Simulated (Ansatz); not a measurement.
**Relaxing NaTa2**

Computed with Ansatz 0.2.0, DFT PBE, scalar-relativistic, plane waves, PAW. Cutoff 420 eV, Γ-centred k mesh, Gaussian smearing, no spin polarisation in the final step.

NaTa2 was placed on the 2H molybdenite structure type (P6_3/mmc, No. 194), with Na in place of Mo, Ta in place of S, at a guessed volume.

```
CELL_PARAMETERS angstrom
3.11265 0.00000 0.00000
-1.55633 2.69564 0.00000
0.00000 0.00000 12.10695
ATOMIC_POSITIONS crystal
Na 0.33333 0.66667 0.25000
Na 0.66667 0.33333 0.75000
Ta 0.33333 0.66667 0.62750
Ta 0.66667 0.33333 0.12750
Ta 0.33333 0.66667 0.87250
Ta 0.66667 0.33333 0.37250
```

Steps on the 6×6×2 mesh (6 atoms). 12 of 20 steps are shown, and the free energy counts from the last. Trial steps that were taken back and renewals of the plane-wave basis can be among the rows.

```
step  ΔF (meV/atom) V (Å³/atom) P (GPa) largest force component (eV/Å)
   1         2665.0        16.93    34.46                           7.848
   3         1041.2        17.49    12.42                           3.484
   4          610.6        17.95    12.19                           1.891
   6          257.0        20.06     6.08                           0.012
   8          196.8        21.58     0.15                           0.336
  10           82.9        19.85    -0.23                           0.421
  11          156.8        18.40     6.12                           1.275
  13           65.7        19.45     0.70                           0.068
  15           65.5        19.55    -0.01                           0.005
  17            3.8        19.91     1.38                           0.092
  18            0.6        20.21     0.51                           0.124
  20            0.0        20.25    -0.11                           0.036
```

Steps on the 18×18×4 mesh (6 atoms). 5 of 7 steps are shown, and the free energy counts from the last.

```tsv
step	ΔF (meV/atom)	V (Å³/atom)	P (GPa)	largest force component (eV/Å)
1	5.5	20.25	0.96	0.276
2	138.1	20.52	6.71	2.384
3	0.5	20.28	0.72	0.087
4	0.1	20.42	0.12	0.027
7	0.0	20.42	0.00	0.000
```

A final relaxation ran on a 18×18×4 mesh. The relaxed crystal, P6_3/mmc (No. 194):

```
Na Ta
1.0
     2.87786    0.00000    0.00000
    -1.43893    2.49230    0.00000
     0.00000    0.00000   17.08438
Na Ta
2 4
Direct
  0.33333 0.66667 0.25000
  0.66667 0.33333 0.75000
  0.33333 0.66667 0.57554
  0.66667 0.33333 0.07554
  0.33333 0.66667 0.92446
  0.66667 0.33333 0.42446
```

```json
{
  "Volume per atom": "20.42 Å³",
  "Density": "10.43 g/cm³",
  "Energy over the elements": "0.55 eV/atom",
  "Gap on the 18×18×4 mesh": "0 eV (a metal)"
}
```

Formation energies are uncorrected and refer to the elements' standard structures at the same level.

The final run used a 18×18×4 mesh on its 6-atom cell and 0.10 eV smearing. For metals, differences of a few meV/atom aren't resolved. Spin–orbit coupling is left out.

Symmetry constrained the relaxation, so the result can be a saddle point.

Cost: 3 runs of about 4.6 core-minutes in all, on Arm Neoverse V2 (shared hosts).